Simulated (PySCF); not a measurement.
# CH7PSi: spin-spin couplings and electronic excitations at several levels of theory

How much do the spin-spin couplings and electronic excitations of CH7PSi (`C[SiH2]P`) depend on the level of theory, and what does each level cost?

The runs use PySCF 2.14.0, with density-fitted response routines of our own; the level of theory stands in each step. All values are computed, except where a source is named. Atoms count from 0, in the outputs and in this text.

### 1 The molecule as given

10 atoms, charge 0, multiplicity 1; geometry from: PBE0-D3(BJ)/def2-SVP.

Bonds of the start (Å): C0–Si1 1.88, Si1–P2 2.27, C0–H3 1.10, C0–H4 1.10, C0–H5 1.10, Si1–H6 1.50, Si1–H7 1.50, P2–H8 1.43, P2–H9 1.43.

### 2 Spin-spin couplings: B3LYP/def2-TZVP

Job settings and geometry (Å):

```
{"job": {"kind": "j", "xc": "B3LYP", "basis": "def2-TZVP"}, "charge": 0, "multiplicity": 1}
C     -1.563039    -0.454418    -0.201553
Si    -0.054606     0.665652    -0.148343
P      1.622601    -0.422733     0.929086
H     -2.424422     0.068473    -0.644900
H     -1.839776    -0.776078     0.814040
H     -1.359918    -1.352439    -0.804820
H      0.341764     1.074005    -1.533108
H     -0.344139     1.906819     0.635147
H      1.916514    -1.265641    -0.187985
H      2.616815     0.541882     0.577617
```

Level: B3LYP/def2-TZVP indirect spin-spin coupling, non-relativistic, gas phase.

Run with:

```console
> OMP_NUM_THREADS=1 python probes_run.py task.json out
```

One launch serves the whole session: the jobs run in the order shown.

Log:

```text
coarse grid: 8680 points
cycle   1  E = -673.2270933560  dE = -1.629e-01  |g| = 3.643e-01  |ddm| = 2.115e+00
cycle   2  E = -673.2109361938  dE =  1.616e-02  |g| = 4.291e-01  |ddm| = 5.488e-01
cycle   3  E = -673.2591621885  dE = -4.823e-02  |g| = 3.714e-02  |ddm| = 3.079e-01
cycle   4  E = -673.2595146201  dE = -3.524e-04  |g| = 1.288e-02  |ddm| = 4.137e-02
cycle   5  E = -673.2595616606  dE = -4.704e-05  |g| = 3.264e-03  |ddm| = 1.506e-02
cycle   6  E = -673.2595643412  dE = -2.681e-06  |g| = 7.591e-04  |ddm| = 3.696e-03
final grid: 72664 points
cycle   7  E = -673.2524421123  dE = -1.512e-05  |g| = 3.586e-03  |ddm| = 1.919e-02
cycle   8  E = -673.2524398576  dE =  2.255e-06  |g| = 4.618e-03  |ddm| = 5.111e-03
cycle   9  E = -673.2524452787  dE = -5.421e-06  |g| = 1.895e-04  |ddm| = 2.918e-03
cycle  10  E = -673.2524452869  dE = -8.235e-09  |g| = 9.844e-05  |ddm| = 2.587e-04
cycle  11  E = -673.2524452903  dE = -3.430e-09  |g| = 1.900e-05  |ddm| = 1.102e-04
cycle  12  E = -673.2524452904  dE = -7.140e-11  |g| = 3.978e-06  |ddm| = 1.809e-05
converged SCF energy = -673.2524452904

Indirect spin-spin couplings (Hz)
  i      j    bonds     total        FC       PSO       DSO        SD
  0 C    1 Si   1    -42.715   -43.247     1.993    -0.063    -1.397
  0 C    2 P    2     15.143    15.570    -0.384    -0.038    -0.005
  0 C    3 H    1    124.337   121.904     1.843     0.590         -
  0 C    4 H    1    124.751   122.326     1.817     0.608         -
  0 C    5 H    1    124.231   121.777     1.845     0.608         -
  0 C    6 H    2      7.344     7.506     0.095    -0.257         -
  0 C    7 H    2      4.812     4.972     0.101    -0.261         -
  0 C    8 H    3     -0.269    -0.260     0.021    -0.030         -
  0 C    9 H    3      7.312     7.533     0.163    -0.384         -
  1 Si   2 P    1     24.669    27.800     7.235    -0.049   -10.317
  1 Si   3 H    2      5.451     5.337     0.143     0.148    -0.177
  1 Si   4 H    2      6.289     6.154     0.174     0.134    -0.173
  1 Si   5 H    2      6.126     5.994     0.177     0.137    -0.181
  1 Si   6 H    1   -167.734  -167.863     0.604    -0.224    -0.251
  1 Si   7 H    1   -163.862  -163.959     0.564    -0.227    -0.240
  1 Si   8 H    2      5.861     5.754     0.167     0.025    -0.085
  1 Si   9 H    2      5.052     4.903     0.194     0.033    -0.079
  2 P    3 H    3     15.692    15.892     0.251    -0.550     0.100
  2 P    4 H    3      1.991     2.146    -0.042    -0.016    -0.096
  2 P    5 H    3     -0.796    -0.835     0.276    -0.083    -0.154
  2 P    6 H    2     -1.919    -0.998    -0.338    -0.385    -0.198
  2 P    7 H    2     29.013    29.267    -0.024    -0.290     0.059
  2 P    8 H    1    141.021   133.285     7.551     0.347    -0.162
  2 P    9 H    1    145.057   137.512     7.384     0.330    -0.170
  3 H    4 H    2    -12.693   -12.750     2.561    -2.504         -
  3 H    5 H    2    -12.849   -12.914     2.560    -2.495         -
  3 H    6 H    3      0.256     0.415     0.381    -0.540         -
  3 H    7 H    3      1.273     1.409     0.344    -0.480         -
  3 H    8 H    4     -0.748    -0.449     0.768    -1.067         -
  3 H    9 H    4      1.687     2.207     0.892    -1.412         -
  4 H    5 H    2    -12.608   -12.694     2.531    -2.445         -
  4 H    6 H    3      9.931    10.803     1.476    -2.349         -
  4 H    7 H    3      0.519     0.666     0.371    -0.518         -
  4 H    8 H    4     -0.218    -0.058     0.385    -0.545         -
  4 H    9 H    4     -0.659    -0.062     0.832    -1.429         -
  5 H    6 H    3      0.781     0.905     0.325    -0.448         -
  5 H    7 H    3     10.401    11.276     1.475    -2.350         -
  5 H    8 H    4      0.254    -0.030    -0.494     0.777         -
  5 H    9 H    4     -0.771    -0.263     0.741    -1.249         -
  6 H    7 H    2      8.143     8.916     0.973    -1.746         -
  6 H    8 H    3      4.480     4.351    -0.105     0.234         -
  6 H    9 H    3      2.899     2.790    -0.069     0.178         -
  7 H    8 H    3      9.673    10.617     1.136    -2.080         -
  7 H    9 H    3      0.009     0.050     0.145    -0.186         -
  8 H    9 H    2     -8.678    -8.741     0.988    -0.925         -
```

It took 8.8 s on 1 thread of Arm Neoverse V2, shared host; peak memory 0.65 GiB.

The basis is not made for couplings: without tight functions at the nuclei these values are rough.

Couplings of 1 Hz or more, nine at most for each number of bonds, with means over like pairs (isotopes 13C, 1H, 31P, 29Si):

```
  pair  bonds  J (Hz)  Fermi contact (Hz)
Si1–H6      1  -165.8              -165.9
 P2–H8      1   143.0               135.4
 C0–H3      1   124.4               122.0
C0–Si1      1   -42.7               -43.2
Si1–P2      1    24.7                27.8
 C0–P2      2    15.1                15.6
 P2–H6      2    13.5                14.1
 H3–H4      2   -12.7               -12.8
 H8–H9      2    -8.7                -8.7
 H6–H7      2     8.1                 8.9
 C0–H6      2     6.1                 6.2
Si1–H3      2     6.0                 5.8
Si1–H8      2     5.5                 5.3
 P2–H3      3     5.6                 5.7
 H6–H8      3     4.3                 4.5
 H3–H6      3     3.9                 4.2
 C0–H8      3     3.5                 3.6
```

The spin-dipole term was solved for some atoms only; pairs without it lack that part.

### 3 J couplings: B3LYP/cc-pVTZ

Settings changed since step 2:

```diff
@@ -1,2 +1,2 @@
-{"job": {"kind": "j", "xc": "B3LYP", "basis": "def2-TZVP"}, "charge": 0, "multiplicity": 1}
+{"job": {"kind": "j", "xc": "B3LYP", "basis": "cc-pVTZ"}, "charge": 0, "multiplicity": 1}
 C     -1.563039    -0.454418    -0.201553
```

Method: B3LYP/cc-pVTZ indirect spin-spin coupling, non-relativistic, gas phase.

Log:

```text
coarse grid: 8680 points
cycle   1  E = -673.2189555704  dE = -1.557e-01  |g| = 3.627e-01  |ddm| = 5.621e+00
cycle   2  E = -673.2026296247  dE =  1.633e-02  |g| = 4.304e-01  |ddm| = 1.409e+00
cycle   3  E = -673.2513066870  dE = -4.868e-02  |g| = 3.467e-02  |ddm| = 7.476e-01
cycle   4  E = -673.2516293263  dE = -3.226e-04  |g| = 1.304e-02  |ddm| = 8.060e-02
cycle   5  E = -673.2516811660  dE = -5.184e-05  |g| = 2.732e-03  |ddm| = 2.554e-02
cycle   6  E = -673.2516834320  dE = -2.266e-06  |g| = 7.999e-04  |ddm| = 6.534e-03
final grid: 72664 points
cycle   7  E = -673.2576941310  dE = -2.362e-05  |g| = 3.679e-03  |ddm| = 6.015e-02
cycle   8  E = -673.2576917729  dE =  2.358e-06  |g| = 4.742e-03  |ddm| = 1.424e-02
cycle   9  E = -673.2576974628  dE = -5.690e-06  |g| = 1.821e-04  |ddm| = 7.896e-03
cycle  10  E = -673.2576974702  dE = -7.359e-09  |g| = 1.138e-04  |ddm| = 5.076e-04
cycle  11  E = -673.2576974750  dE = -4.831e-09  |g| = 1.559e-05  |ddm| = 2.115e-04
cycle  12  E = -673.2576974751  dE = -6.753e-11  |g| = 4.131e-06  |ddm| = 3.660e-05
converged SCF energy = -673.2576974751

Indirect spin-spin couplings (Hz)
  i      j    bonds     total        FC       PSO       DSO        SD
  0 C    1 Si   1    -37.047   -37.601     1.990    -0.063    -1.373
  0 C    2 P    2     13.370    13.815    -0.404    -0.037    -0.004
  0 C    3 H    1    116.980   114.500     1.913     0.567         -
  0 C    4 H    1    117.470   114.999     1.885     0.586         -
  0 C    5 H    1    116.973   114.473     1.914     0.586         -
  0 C    6 H    2      6.406     6.616     0.048    -0.258         -
  0 C    7 H    2      4.145     4.353     0.053    -0.261         -
  0 C    8 H    3     -0.226    -0.217     0.021    -0.030         -
  0 C    9 H    3      6.665     6.947     0.103    -0.384         -
  1 Si   2 P    1     36.975    39.887     6.568    -0.049    -9.431
  1 Si   3 H    2      5.416     5.374     0.066     0.150    -0.174
  1 Si   4 H    2      6.063     5.931     0.164     0.136    -0.169
  1 Si   5 H    2      5.814     5.686     0.165     0.138    -0.176
  1 Si   6 H    1   -155.030  -155.355     0.511    -0.220     0.033
  1 Si   7 H    1   -150.929  -151.228     0.473    -0.223     0.048
  1 Si   8 H    2      5.644     5.459     0.257     0.025    -0.098
  1 Si   9 H    2      4.964     4.772     0.251     0.034    -0.092
  2 P    3 H    3     16.270    16.614     0.111    -0.551     0.096
  2 P    4 H    3      1.822     2.197    -0.267    -0.016    -0.091
  2 P    5 H    3     -1.071    -0.953     0.109    -0.084    -0.143
  2 P    6 H    2     -3.059    -1.986    -0.448    -0.385    -0.240
  2 P    7 H    2     30.052    30.585    -0.285    -0.289     0.042
  2 P    8 H    1    114.521   106.387     8.692     0.333    -0.892
  2 P    9 H    1    118.774   110.825     8.518     0.316    -0.886
  3 H    4 H    2    -12.079   -12.418     2.889    -2.550         -
  3 H    5 H    2    -12.228   -12.572     2.885    -2.541         -
  3 H    6 H    3      0.237     0.405     0.377    -0.545         -
  3 H    7 H    3      1.268     1.410     0.344    -0.486         -
  3 H    8 H    4     -0.755    -0.459     0.774    -1.071         -
  3 H    9 H    4      1.551     2.185     0.782    -1.416         -
  4 H    5 H    2    -11.961   -12.337     2.867    -2.491         -
  4 H    6 H    3      9.728    10.729     1.356    -2.357         -
  4 H    7 H    3      0.504     0.656     0.372    -0.524         -
  4 H    8 H    4     -0.236    -0.053     0.367    -0.549         -
  4 H    9 H    4     -0.860    -0.080     0.653    -1.432         -
  5 H    6 H    3      0.764     0.889     0.329    -0.454         -
  5 H    7 H    3     10.226    11.230     1.353    -2.357         -
  5 H    8 H    4      0.311    -0.037    -0.430     0.778         -
  5 H    9 H    4     -0.942    -0.281     0.591    -1.252         -
  6 H    7 H    2      7.661     8.658     0.759    -1.756         -
  6 H    8 H    3      4.588     4.402    -0.046     0.232         -
  6 H    9 H    3      2.970     2.813    -0.018     0.175         -
  7 H    8 H    3      9.476    10.719     0.841    -2.084         -
  7 H    9 H    3      0.051     0.094     0.145    -0.189         -
  8 H    9 H    2     -8.546    -8.623     1.021    -0.944         -
```

Wall time 13 s (1 thread of Arm Neoverse V2, shared host); peak memory 0.77 GiB.

The basis is not made for couplings: without tight functions at the nuclei these values are rough.

Key values: J(Si1,H6) -153.0 Hz, J(C0,H3) 117.1 Hz, J(P2,H8) 116.6 Hz (means over like pairs).

### 4 J couplings: B3LYP/6-31G*

Settings changed since step 3:

```diff
@@ -1,2 +1,2 @@
-{"job": {"kind": "j", "xc": "B3LYP", "basis": "cc-pVTZ"}, "charge": 0, "multiplicity": 1}
+{"job": {"kind": "j", "xc": "B3LYP", "basis": "6-31G*"}, "charge": 0, "multiplicity": 1}
 C     -1.563039    -0.454418    -0.201553
```

Method: B3LYP/6-31G* indirect spin-spin coupling, non-relativistic, gas phase.

Log:

```text
coarse grid: 8680 points
cycle   1  E = -673.1813120338  dE = -1.413e-01  |g| = 3.421e-01  |ddm| = 2.572e+00
cycle   2  E = -673.1671488954  dE =  1.416e-02  |g| = 4.057e-01  |ddm| = 7.237e-01
cycle   3  E = -673.2137120559  dE = -4.656e-02  |g| = 2.315e-02  |ddm| = 4.008e-01
cycle   4  E = -673.2138705112  dE = -1.585e-04  |g| = 1.018e-02  |ddm| = 4.924e-02
cycle   5  E = -673.2139088370  dE = -3.833e-05  |g| = 1.867e-03  |ddm| = 1.917e-02
cycle   6  E = -673.2139103528  dE = -1.516e-06  |g| = 3.463e-04  |ddm| = 3.959e-03
final grid: 72664 points
cycle   7  E = -673.1668713353  dE = -3.979e-06  |g| = 3.462e-03  |ddm| = 1.105e-02
cycle   8  E = -673.1668691717  dE =  2.164e-06  |g| = 4.491e-03  |ddm| = 7.020e-03
cycle   9  E = -673.1668746192  dE = -5.447e-06  |g| = 1.072e-04  |ddm| = 3.940e-03
cycle  10  E = -673.1668746232  dE = -4.088e-09  |g| = 4.025e-05  |ddm| = 2.608e-04
cycle  11  E = -673.1668746238  dE = -5.639e-10  |g| = 8.873e-06  |ddm| = 7.415e-05
converged SCF energy = -673.1668746238

Indirect spin-spin couplings (Hz)
  i      j    bonds     total        FC       PSO       DSO        SD
  0 C    1 Si   1    -54.374   -54.545     1.442    -0.063    -1.209
  0 C    2 P    2     12.099    12.397    -0.238    -0.038    -0.023
  0 C    3 H    1    138.545   136.497     1.418     0.630         -
  0 C    4 H    1    139.703   137.660     1.395     0.648         -
  0 C    5 H    1    138.619   136.545     1.425     0.649         -
  0 C    6 H    2      5.712     5.931     0.033    -0.251         -
  0 C    7 H    2      3.240     3.456     0.039    -0.255         -
  0 C    8 H    3     -0.173    -0.168     0.023    -0.028         -
  0 C    9 H    3      6.595     6.913     0.063    -0.381         -
  1 Si   2 P    1      7.526    10.396     6.044    -0.049    -8.866
  1 Si   3 H    2      5.584     5.418     0.171     0.145    -0.150
  1 Si   4 H    2      6.025     5.861     0.191     0.131    -0.157
  1 Si   5 H    2      5.949     5.778     0.201     0.133    -0.163
  1 Si   6 H    1   -179.803  -180.032     0.875    -0.249    -0.397
  1 Si   7 H    1   -177.378  -177.584     0.846    -0.252    -0.388
  1 Si   8 H    2      6.077     6.016     0.084     0.020    -0.042
  1 Si   9 H    2      5.528     5.476     0.060     0.028    -0.036
  2 P    3 H    3     14.800    15.048     0.195    -0.547     0.105
  2 P    4 H    3      2.472     2.443     0.140    -0.015    -0.095
  2 P    5 H    3     -0.643    -0.684     0.269    -0.081    -0.146
  2 P    6 H    2     -2.331    -1.392    -0.398    -0.377    -0.164
  2 P    7 H    2     26.355    26.602    -0.014    -0.282     0.050
  2 P    8 H    1    159.993   154.550     4.574     0.406     0.464
  2 P    9 H    1    165.709   160.404     4.463     0.390     0.452
  3 H    4 H    2    -16.139   -15.360     1.654    -2.433         -
  3 H    5 H    2    -16.235   -15.465     1.653    -2.424         -
  3 H    6 H    3      0.128     0.498     0.146    -0.516         -
  3 H    7 H    3      1.246     1.580     0.125    -0.458         -
  3 H    8 H    4     -1.013    -0.457     0.499    -1.054         -
  3 H    9 H    4      1.290     2.213     0.476    -1.400         -
  4 H    5 H    2    -15.891   -15.156     1.639    -2.374         -
  4 H    6 H    3      9.554    11.054     0.823    -2.323         -
  4 H    7 H    3      0.435     0.785     0.145    -0.496         -
  4 H    8 H    4     -0.377    -0.026     0.180    -0.530         -
  4 H    9 H    4     -1.139    -0.087     0.361    -1.414         -
  5 H    6 H    3      0.681     0.994     0.112    -0.426         -
  5 H    7 H    3     10.089    11.591     0.821    -2.324         -
  5 H    8 H    4      0.493     0.019    -0.309     0.783         -
  5 H    9 H    4     -1.181    -0.263     0.317    -1.234         -
  6 H    7 H    2      6.904     8.357     0.228    -1.682         -
  6 H    8 H    3      4.599     4.463    -0.117     0.254         -
  6 H    9 H    3      3.078     2.980    -0.099     0.196         -
  7 H    8 H    3      9.326    10.968     0.412    -2.053         -
  7 H    9 H    3      0.098     0.272    -0.010    -0.163         -
  8 H    9 H    2    -12.612   -12.089     0.322    -0.845         -
```

Wall time 3.1 s (1 thread of Arm Neoverse V2, shared host); peak memory 0.5 GiB.

The basis is not made for couplings: without tight functions at the nuclei these values are rough.

This run: J(Si1,H6) -178.6 Hz, J(P2,H8) 162.9 Hz, J(C0,H3) 139.0 Hz (means over like pairs).

### 5 TDDFT and polarisability: HF/def2-SVPD

Settings changed since step 4:

```diff
@@ -1,2 +1,2 @@
-{"job": {"kind": "j", "xc": "B3LYP", "basis": "6-31G*"}, "charge": 0, "multiplicity": 1}
+{"job": {"kind": "uv", "xc": "HF", "basis": "def2-SVPD", "ip": true}, "charge": 0, "multiplicity": 1}
 C     -1.563039    -0.454418    -0.201553
```

With the program's defaults for keys left out, this is: TDDFT HF/def2-SVPD, vertical, gas phase, core orbitals frozen in the response.

Log:

```text
final grid: 72664 points
cycle   1  E = -671.3641620748  dE = -1.676e-01  |g| = 2.652e-01  |ddm| = 3.036e+00
cycle   2  E = -671.3974964203  dE = -3.333e-02  |g| = 7.586e-02  |ddm| = 5.190e-01
cycle   3  E = -671.4007717680  dE = -3.275e-03  |g| = 2.366e-02  |ddm| = 2.620e-01
cycle   4  E = -671.4011076653  dE = -3.359e-04  |g| = 5.199e-03  |ddm| = 7.233e-02
cycle   5  E = -671.4011320259  dE = -2.436e-05  |g| = 1.613e-03  |ddm| = 1.887e-02
cycle   6  E = -671.4011344371  dE = -2.411e-06  |g| = 4.444e-04  |ddm| = 5.493e-03
cycle   7  E = -671.4011345903  dE = -1.532e-07  |g| = 1.212e-04  |ddm| = 1.346e-03
cycle   8  E = -671.4011346016  dE = -1.129e-08  |g| = 2.965e-05  |ddm| = 4.332e-04
cycle   9  E = -671.4011346025  dE = -9.250e-10  |g| = 7.032e-06  |ddm| = 1.417e-04
converged SCF energy = -671.4011346025

Static polarisability (au): isotropic 66.416, principal 58.473 63.108 77.666

Singlet excitations
state   eV       nm        f      main configurations
  1   6.8950    179.8   0.02095   H->L+3 0.55, H->L+5 0.16, H->L+1 0.10
  2   7.2313    171.5   0.05075   H->L 0.58, H->L+1 0.14, H->L+4 0.10
  3   7.7610    159.8   0.44100   H->L+2 0.41, H->L+3 0.18, H->L+1 0.16
  4   8.3537    148.4   0.00941   H->L+1 0.23, H->L+2 0.17, H->L+5 0.16
  5   8.7614    141.5   0.02520   H->L+4 0.37, H->L+6 0.34
  6   8.9260    138.9   0.03373   H-1->L 0.55
  7   9.0834    136.5   0.09223   H-1->L+3 0.34, H-1->L+1 0.20, H-1->L+2 0.14
  8   9.3220    133.0   0.08699   H->L+5 0.18, H-1->L 0.12, H->L+1 0.10
  9   9.4725    130.9   0.10019   H-1->L+1 0.33, H-1->L+3 0.30
 10   9.6318    128.7   0.10792   H-2->L 0.48, H-2->L+1 0.15

Triplet excitations (Tamm-Dancoff, eV): 5.5428 5.6383 6.9091 7.4518
Vertical ionisation energy (delta-SCF) = 8.5974 eV
```

Wall time 2.6 s (1 thread of Arm Neoverse V2, shared host); peak memory 0.5 GiB.

The orbitals next to the gap, with their largest atomic shares:

```
orbital      eV                       atoms
 HOMO−3  -13.05  Si1 32 %, H6 28 %, P2 12 %
 HOMO−2  -12.51  Si1 29 %, C0 28 %, H7 21 %
 HOMO−1  -11.71  P2 37 %, Si1 22 %, C0 13 %
   HOMO   -9.89   P2 66 %, Si1 15 %, H8 6 %
   LUMO    2.37  Si1 43 %, C0 14 %, P2 10 %
 LUMO+1    3.03  C0 18 %, P2 17 %, Si1 16 %
 LUMO+2    3.24  Si1 24 %, P2 22 %, H6 10 %
```

With each of the 10 states as a Gaussian band of 0.4 eV half-width at 1/e, the curve within the window shown has maxima at 160 nm (ε 18,000), 132 nm (ε 13,000) L/(mol cm). Beyond the last state computed it falls off for lack of states. The curve at chosen wavelengths:

```json
{"nm": "125", "ε (L/mol/cm)": "3964"}
{"nm": "128", "ε (L/mol/cm)": "9033"}
{"nm": "131", "ε (L/mol/cm)": "12519"}
{"nm": "134", "ε (L/mol/cm)": "12343"}
{"nm": "137", "ε (L/mol/cm)": "9817"}
{"nm": "139", "ε (L/mol/cm)": "7694"}
{"nm": "142", "ε (L/mol/cm)": "4715"}
{"nm": "145", "ε (L/mol/cm)": "2801"}
{"nm": "148", "ε (L/mol/cm)": "2769"}
{"nm": "151", "ε (L/mol/cm)": "5397"}
{"nm": "154", "ε (L/mol/cm)": "10546"}
{"nm": "157", "ε (L/mol/cm)": "15919"}
{"nm": "160", "ε (L/mol/cm)": "18271"}
{"nm": "162", "ε (L/mol/cm)": "17466"}
{"nm": "165", "ε (L/mol/cm)": "13775"}
{"nm": "168", "ε (L/mol/cm)": "9411"}
{"nm": "171", "ε (L/mol/cm)": "6081"}
{"nm": "174", "ε (L/mol/cm)": "4039"}
{"nm": "177", "ε (L/mol/cm)": "2830"}
{"nm": "180", "ε (L/mol/cm)": "2022"}
{"nm": "183", "ε (L/mol/cm)": "1406"}
{"nm": "185", "ε (L/mol/cm)": "1069"}
{"nm": "188", "ε (L/mol/cm)": "669"}
{"nm": "191", "ε (L/mol/cm)": "386"}
{"nm": "194", "ε (L/mol/cm)": "206"}
{"nm": "197", "ε (L/mol/cm)": "101"}
```

Ground-state properties from the same run:

```
           property  computed
  dipole moment (D)      1.03
polarisability (Å³)      9.84
 HOMO–LUMO gap (eV)     12.26
      −ε(HOMO) (eV)      9.89
```

(Part 1 of 2 ends here.)
